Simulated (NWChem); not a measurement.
System: nitrogen (N$_{2}$); SMILES N#N

Here is an NWChem input.

```
start job
memory heap 200 mb stack 900 mb global 1100 mb
geometry units angstroms noautoz
  N      0.000000     0.000000     0.548879
  N      0.000000     0.000000    -0.548879
end
basis spherical
  * library def2-tzvpd
end
dft
  xc m06-2x
  iterations 150
  mulliken
end
task dft energy
```

Parts of the log:

```
             Northwest Computational Chemistry Package (NWChem) 7.3.0
             --------------------------------------------------------

 ORDER OF PRIMARY AXIS IS BEING SET TO 4
 D4H symmetry detected

                             Geometry "geometry" -> ""
                             -------------------------

 Output coordinates in angstroms (scale by  1.889725989 to convert to a.u.)

  No.       Tag          Charge          X              Y              Z
 ---- ---------------- ---------- -------------- -------------- --------------
    1 N                    7.0000     0.00000000     0.00000000     0.54887900
    2 N                    7.0000     0.00000000     0.00000000    -0.54887900

 Effective nuclear repulsion energy (a.u.)      23.6205841369

      Symmetry information
      --------------------

 Group name             D4h
 Group number             28
 Group order              16
 No. of unique centers     1

                                 NWChem DFT Module
                                 -----------------

 Summary of "ao basis" -> "ao basis" (spherical)
 ------------------------------------------------------------------------------
       Tag                 Description            Shells   Functions and Types
 ---------------- ------------------------------  ------  ---------------------
 N                         def2-tzvpd               13       37   6s3p3d1f

      Symmetry analysis of basis
      --------------------------

        a1g        13
        a1u         0
        a2g         0
        a2u        13
        b1g         4
        b1u         4
        b2g         4
        b2u         4
        eg         16
        eu         16

            General Information
            -------------------
          SCF calculation type: DFT
          Wavefunction type:  closed shell.
          No. of atoms     :     2
          No. of electrons :    14
           Alpha electrons :     7
            Beta electrons :     7
          Charge           :     0
          Spin multiplicity:     1
          Use of symmetry is: on ; symmetry adaption is: on
          Maximum number of iterations: 150
          AO basis - number of functions:    74
                     number of shells:    26
          Convergence on energy requested:  1.00D-06
          Convergence on density requested:  1.00D-05
          Convergence on gradient requested:  5.00D-04

              XC Information
              --------------
                       M06-2X Method XC Functional
                     Hartree-Fock (Exact) Exchange  0.540
                        M06-2X Exchange Functional  1.000
                      M06-2X Correlation Potential  1.000

             Grid Information
             ----------------
          Grid used for XC integration:  medium
          Radial quadrature: Mura-Knowles
          Angular quadrature: Lebedev.
          Tag              B.-S. Rad. Rad. Pts. Rad. Cut. Ang. Pts.
          ---              ---------- --------- --------- ---------
          N                   0.65       49           7.0       434
          Grid pruning is: on
          Number of quadrature shells:    49
          Spatial weights used:  Erf1

      Superposition of Atomic Density Guess
      -------------------------------------

 Sum of atomic energies:        -108.62311278

      Non-variational initial energy
      ------------------------------

 Total energy =    -109.131668
 1-e energy   =    -193.904823
 2-e energy   =      61.152571
 HOMO         =      -0.430601
 LUMO         =       0.017497

      Symmetry analysis of molecular orbitals - initial
      -------------------------------------------------

 !! scf_movecs_sym_adapt:   16 vectors were symmetry contaminated

  Symmetry fudging

 !! scf_movecs_sym_adapt:   14 vectors were symmetry contaminated

  Numbering of irreducible representations:

     1 a1g         2 a1u         3 a2g         4 a2u         5 b1g
     6 b1u         7 b2g         8 b2u         9 eg         10 eu

  Orbital symmetries:

     1 a1g         2 a2u         3 a1g         4 a2u         5 eu
     6 eu          7 a1g         8 eg          9 eg         10 a1g
    11 a2u        12 a1g        13 b1g        14 b2g        15 eg
    16 eg         17 eu

     ---------------------------------------------
      Total Density - Mulliken Population Analysis
     ---------------------------------------------

    Atom       Charge   Shell Charges
 -----------   ------   -------------------------------------------------------
    1 N    7     7.00   0.82  1.15  0.63  0.88  0.33  0.03  1.31  1.34  0.44  0.02  0.04  0.00  0.01
    2 N    7     7.00   0.82  1.15  0.63  0.88  0.33  0.03  1.31  1.34  0.44  0.02  0.04  0.00  0.01

   convergence    iter        energy       DeltaE   RMS-Dens  Diis-err
 ---------------- ----- ----------------- --------- --------- ---------
 d= 0,ls=0.0,diis     1   -109.5214675879 -1.33D+02  4.30D-03  1.77D-01
 d= 0,ls=0.0,diis     2   -109.5336481162 -1.22D-02  1.32D-03  2.78D-02
 d= 0,ls=0.0,diis     3   -109.5358827028 -2.23D-03  7.20D-04  7.50D-04
 d= 0,ls=0.0,diis     4   -109.5359708936 -8.82D-05  1.62D-04  4.09D-06
 d= 0,ls=0.0,diis     5   -109.5359714928 -5.99D-07  3.25D-06  3.44D-08

         Total DFT energy =     -109.535971492768
      One electron energy =     -194.485149296395
           Coulomb energy =       74.989758852484
    Exchange-Corr. energy =      -13.661165185784
 Nuclear repulsion energy =       23.620584136927

 Numeric. integr. density =       14.000000430227

                  Occupations of the irreducible representations
                  ----------------------------------------------

                     irrep           alpha         beta
                     --------     --------     --------
                     a1g               3.0          3.0
                     a1u               0.0          0.0
                     a2g               0.0          0.0
                     a2u               2.0          2.0
                     b1g               0.0          0.0
                     b1u               0.0          0.0
                     b2g               0.0          0.0
                     b2u               0.0          0.0
                     eg                0.0          0.0
                     eu                2.0          2.0

                       DFT Final Molecular Orbital Analysis
                       ------------------------------------

 Vector    5  Occ=2.000000D+00  E=-5.397377D-01  Symmetry=eu
              MO Center=  6.8D-15, -4.9D-15, -1.0D-17, r^2= 8.9D-01
   Bfn.  Coefficient  Atom+Function         Bfn.  Coefficient  Atom+Function
  ----- ------------  ---------------      ----- ------------  ---------------
     7      0.286235  1 N  px                44      0.286235  2 N  px
    10      0.240202  1 N  px                47      0.240202  2 N  px
     8     -0.142228  1 N  py                45     -0.142228  2 N  py
    11     -0.119354  1 N  py                48     -0.119354  2 N  py
    13      0.106524  1 N  px                50      0.106524  2 N  px

 Vector    6  Occ=2.000000D+00  E=-5.397377D-01  Symmetry=eu
              MO Center= -2.2D-15, -3.7D-15,  1.1D-16, r^2= 8.9D-01
   Bfn.  Coefficient  Atom+Function         Bfn.  Coefficient  Atom+Function
  ----- ------------  ---------------      ----- ------------  ---------------
     8      0.286235  1 N  py                45      0.286235  2 N  py
    11      0.240202  1 N  py                48      0.240202  2 N  py
     7      0.142228  1 N  px                44      0.142228  2 N  px
    10      0.119354  1 N  px                47      0.119354  2 N  px
    14      0.106524  1 N  py                51      0.106524  2 N  py

 Vector    7  Occ=2.000000D+00  E=-5.118528D-01  Symmetry=a1g
              MO Center= -3.6D-15,  6.9D-15, -8.8D-15, r^2= 1.3D+00
   Bfn.  Coefficient  Atom+Function         Bfn.  Coefficient  Atom+Function
  ----- ------------  ---------------      ----- ------------  ---------------
     9      0.343687  1 N  pz                46     -0.343687  2 N  pz
    12      0.240487  1 N  pz                49     -0.240487  2 N  pz
     4      0.198478  1 N  s                 41      0.198478  2 N  s
     5      0.155342  1 N  s                 42      0.155342  2 N  s
    15      0.114894  1 N  pz                52     -0.114894  2 N  pz

 Vector    8  Occ=0.000000D+00  E= 3.043239D-02  Symmetry=eg
              MO Center=  4.2D-15, -3.9D-15, -1.4D-15, r^2= 1.7D+00
   Bfn.  Coefficient  Atom+Function         Bfn.  Coefficient  Atom+Function
  ----- ------------  ---------------      ----- ------------  ---------------
    11      0.251006  1 N  py                48     -0.251006  2 N  py
    10     -0.238514  1 N  px                47      0.238514  2 N  px
     8      0.237139  1 N  py                45     -0.237139  2 N  py
     7     -0.225337  1 N  px                44      0.225337  2 N  px
    27      0.158857  1 N  d -1              64      0.158857  2 N  d -1

 Vector    9  Occ=0.000000D+00  E= 3.043239D-02  Symmetry=eg
              MO Center=  9.3D-16,  1.1D-15, -4.9D-16, r^2= 1.7D+00
   Bfn.  Coefficient  Atom+Function         Bfn.  Coefficient  Atom+Function
  ----- ------------  ---------------      ----- ------------  ---------------
    10      0.251006  1 N  px                47     -0.251006  2 N  px
    11      0.238514  1 N  py                48     -0.238514  2 N  py
     7      0.237139  1 N  px                44     -0.237139  2 N  px
     8      0.225337  1 N  py                45     -0.225337  2 N  py
    29     -0.158857  1 N  d  1              66     -0.158857  2 N  d  1

[...]
```

Level: M06-2X/def2-TZVPD. All runs use the structure optimised with PBE0/def2-SVP.
